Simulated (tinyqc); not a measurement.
Ways to converge the cycle: SCF convergence aids in the sto-6g basis, for OH+, spin multiplicity 3. Computed by the program tinyqc with PySCF. 

Geometry (angstrom):
```
atom       x       y       z
O     0.0000  0.0000  0.0000
H     0.0000  0.0000  1.5000
```

lowest solution found by these runs and by PySCF with stability checks = -74.698726 hartree

UHF with one setting changed at a time; a run stops when the energy changes by less than 1e-09 hartree and the error matrix is below 1e-5. The start is random orbitals. Damping d keeps d of the old density; a shift (hartree) raises the virtual levels; DIIS n extrapolates F over n matrices.

Largest element of the error matrix X^T (FDS - SDF) X:
```
iteration    plain  damping 0.3  damping 0.6  shift 0.4   DIIS 3   DIIS 8
1          6.0e+00      6.0e+00      6.0e+00    6.0e+00  6.0e+00  6.0e+00
2          3.2e-01      2.0e+00      3.7e+00    4.5e-01  3.2e-01  3.2e-01
3          6.2e-02      6.7e-01      2.3e+00    1.1e-01  5.8e-02  5.8e-02
4          2.8e-02      2.2e-01      1.4e+00    6.3e-02  2.4e-02  2.4e-02
5          2.1e-02      7.1e-02      8.7e-01    3.8e-02  2.6e-02  2.6e-02
6          2.5e-02      2.7e-02      5.4e-01    2.3e-02  2.8e-02  2.7e-02
8          3.2e-02      2.4e-02      2.1e-01    1.6e-02  4.5e-03  4.5e-03
10         3.7e-02      2.9e-02      7.8e-02    2.1e-02  4.1e-04  8.8e-04
14         3.8e-02      3.7e-02      2.4e-02    3.0e-02  3.6e-04  9.8e-06
20         2.3e-02      3.8e-02      3.4e-02    3.8e-02  8.1e-05        -
30         3.7e-03      1.9e-02      3.9e-02    3.1e-02        -        -
45         1.3e-04      2.6e-03      2.7e-02    7.6e-03        -        -
60               -      2.8e-04      1.1e-02    1.1e-03        -        -
```

How each run ends:
```
run          iterations  E (hartree)                                                        state
plain                58    -74.69873                                                 lowest found
damping 0.3         >60    -74.69872  falls steadily but slowly, by a factor of about 0.86 a step
damping 0.6         >60    -74.69514  falls steadily but slowly, by a factor of about 0.94 a step
shift 0.4           >60    -74.69869  falls steadily but slowly, by a factor of about 0.88 a step
DIIS 3               28    -74.58929                                                       higher
DIIS 8               15    -74.58929                                                       higher
```

1 of 6 runs reach the lowest solution found, in 58 to 58 iterations (fastest: plain). Ending on a higher stationary point: DIIS 3, DIIS 8; a small error matrix cannot reveal that, and an occupation fixed by the start is kept by symmetry or by the shape of the basin. Not converged: damping 0.3, damping 0.6, shift 0.4. Plain steps already contract here, so damping only slows them. DIIS minimises the error, not the energy, so it can stall or settle near a saddle, and its small system turns near-singular when few rotations are active.
